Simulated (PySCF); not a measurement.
# BH2NO: the cost of one run

Computed with PySCF 2.14.0, with density-fitted response routines of our own, on a single molecule in the gas phase. Atoms are numbered from 0 throughout.

## Step 1: The starting structure

5 atoms, charge 0, multiplicity 1; geometry from: GFN2-xTB. The atoms were then displaced at random by about 0.01 Å, so the start is not that level's minimum.

Bonds of the start (Å): B0–N1 1.27, N1–O2 1.18, B0–H3 1.19, B0–H4 1.16.

## Step 2: Relaxing the molecule at PBE0-D3(BJ)/def2-SVP

The job: settings as JSON, then the geometry in Å.

```
{"job": {"xc": "PBE0", "basis": "def2-SVP", "d3": "d3bj", "grid": 1, "shake": 0.01, "kind": "geom"}, "charge": 0, "multiplicity": 1}
B     -0.506480     0.031650    -0.003750
N      0.754800    -0.085860     0.000920
O      1.925340    -0.210450     0.005790
H     -0.947360     1.052760    -0.419250
H     -1.192730    -0.822080     0.378400
```

Started as:

```sh
$ OMP_NUM_THREADS=1 python probes_run.py task.json out
```

This one command runs all jobs of the session in turn.

Q: Estimate the wall time and peak memory of this first job on 1 thread of Arm Neoverse N1, shared host.

About 7.7 s, with a peak of 0.26 GiB.
